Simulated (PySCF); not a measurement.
# n-allylmethylamine (C4H9N): geometry, NMR shifts, spin-spin couplings, electronic excitations and core binding energies

Wanted: the NMR shifts, spin-spin couplings, electronic excitations and core binding energies of n-allylmethylamine (C4H9N) (`C=CCNC`), by calculation.

Programs: PySCF 2.14.0, with density-fitted response routines of our own. Each step states its level of theory. These are calculated values for one molecule in the gas phase, unless marked as measured. Atoms are numbered from 0 throughout.

### 1 The molecule as given

14 atoms, charge 0, multiplicity 1; geometry from: MMFF94s.

Bonds of the start (Å): C0–C1 1.34, C1–C2 1.50, C2–N3 1.46, N3–C4 1.46, C0–H5 1.09, C0–H6 1.09, C1–H7 1.09, C2–H8 1.10, C2–H9 1.10, N3–H10 1.02, C4–H11 1.09, C4–H12 1.09, C4–H13 1.09.

### 2 Optimising the geometry at PBE0-D3(BJ)/def2-SVP

Job settings and geometry (Å):

```
{"job": {"xc": "PBE0", "basis": "def2-SVP", "d3": "d3bj", "grid": 1, "kind": "geom"}, "charge": 0, "multiplicity": 1}
C      2.340481     0.942498    -0.242992
C      1.532218    -0.090201     0.031263
C      0.114674     0.036086     0.495974
N     -0.757420    -0.655890    -0.448046
C     -2.146719    -0.589793    -0.016974
H      2.006829     1.970833    -0.148277
H      3.360773     0.773119    -0.573200
H      1.915011    -1.103276    -0.075973
H     -0.173838     1.090343     0.585691
H      0.037567    -0.420443     1.489724
H     -0.668492    -0.206082    -1.358801
H     -2.778037    -1.114314    -0.740891
H     -2.499014     0.444819     0.049031
H     -2.284033    -1.077698     0.953469
```

**Question.** This job is followed by: GIAO PBE0/pcSseg-1 NMR shielding, non-relativistic, gas phase; B3LYP/pcJ-1 indirect spin-spin coupling, non-relativistic, gas phase; TDDFT wB97X-D/def2-SVPD, vertical, gas phase, core orbitals frozen in the response; GIAO B3LYP/pcSseg-2 NMR shielding, non-relativistic, gas phase; delta-SCF UKS SCAN, pcX-2 on the ionised atom, pcseg-1 elsewhere, spin-free X2C. What will the session give for the following? point group; rotational constants (main isotopes); 13C shifts against TMS (PBE0/pcSseg-1); 1H shifts against TMS (PBE0/pcSseg-1, means over atoms taken as alike); 15N shifts against NH3 (PBE0/pcSseg-1); largest coupling of the table (B3LYP/pcJ-1); lowest singlet (wB97X-D/def2-SVPD); brightest single state of those computed; lowest triplet; vertical ionisation energy (ΔSCF); C1s binding energies, SCAN/pcX-2; N1s binding energies, SCAN/pcX-2; range of the shift of N3.

The runs gave:

| quantity | value |
| --- | --- |
| point group | C1 |
| rotational constants (main isotopes) | 21.18, 2.22, 2.18 GHz |
| 13C shifts against TMS (PBE0/pcSseg-1) | 148.9, 122.4, 59.6, 38.3 ppm |
| 1H shifts against TMS (PBE0/pcSseg-1, means over atoms taken as alike) | 6.27, 5.44, 5.23, 3.03, 2.46, -0.60 ppm |
| 15N shifts against NH3 (PBE0/pcSseg-1) | 44.0 ppm |
| largest coupling of the table (B3LYP/pcJ-1) | 1J(C,H) C0–H6, 168.5 Hz |
| lowest singlet (wB97X-D/def2-SVPD) | 6.11 eV (203 nm), f = 0.011 |
| brightest single state of those computed | state 5, 7.59 eV, f = 0.395 |
| lowest triplet | 4.52 eV |
| vertical ionisation energy (ΔSCF) | 8.75 eV |
| C1s binding energies, SCAN/pcX-2 | C2 291.40, C4 291.38, C1 290.47, C0 290.20 eV |
| N1s binding energies, SCAN/pcX-2 | N3 404.73 eV |
| range of the shift of N3 | 44.0 to 50.2 ppm |

C1 (alkene CH) lies farthest downfield among carbon, at 148.9 ppm; as expected for a trigonal carbon in a double bond. H7 (hydrogen on an alkene CH) lies farthest downfield among hydrogen, at 6.27 ppm; a vinylic proton, deshielded by the sp2 carbon and the C=C anisotropy. At PBE0/pcSseg-1: The widest tensor belongs to C1: span 237 ppm, with a paramagnetic part of -219 ppm. Couplings across rotatable bonds belong to this one conformer; where others are populated, the observed values are averages. The lowest singlet, at 6.11 eV, is HOMO→LUMO 0.90 and is weak; of the 10 states computed, the strongest absorption comes from state 5 at 7.59 eV. The lowest triplet lies 1.59 eV below the lowest singlet (triplets in Tamm-Dancoff, singlets in full TDDFT). At wB97X-D/def2-SVPD, the highest states lie near or above the ionisation energy, where they hang on the basis. ΔSCF puts the ionisation energy at 8.75 eV, 0.36 eV above −ε(HOMO). The C1s levels kept as sound span 1.20 eV, from C0 (terminal =CH2 carbon) up to C2 (allylic sp3 CH2 bonded to N). Across the 2 runs the shift of N3 moves most, between 44.0 (PBE0/pcSseg-1) and 50.2 ppm (B3LYP/pcSseg-2).
